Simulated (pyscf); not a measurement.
A first-order saddle from PySCF, ωB97X-D3(BJ)/def2-SVP:

```
C
C 1 1.2351
O 1 1.2776 2 163.91
H 2 1.0749 3 172.79 1 179.92
H 1 1.1957 2 94.45 3 0.00
```

Surface: singlet, charge 0. Lowest wavenumbers (cm⁻¹): 1933i, 381, 414, 570, 656.

**Question.** Name the species on either side of this saddle.

**Answer.** ketene (H₂C=C=O) ⇌ HC≡C–OH, a hydrogen shift read from left to right: C–H broken and H–O formed. At CCSD(T)/def2-TZVPP + ΔMP2(QZVPP) it lies +97.0 kcal/mol from the left side and +63.5 kcal/mol from the right (each side as separated species at their lowest minima found). At the saddle there is also a short C–H contact that neither side keeps, so another atom assists the step. The same reactants have a lower exit, to cyclic C₂H₂O (SMILES [C]1CO1) [singlet] (barrier +91.7 kcal/mol at ωB97M-D3(BJ), against +100.9 kcal/mol here). This is the saddle that the search found; another between the same sides may lie lower. The CCSD(T) − MP2 part came from Ansatz, without density fitting, on the same reference.
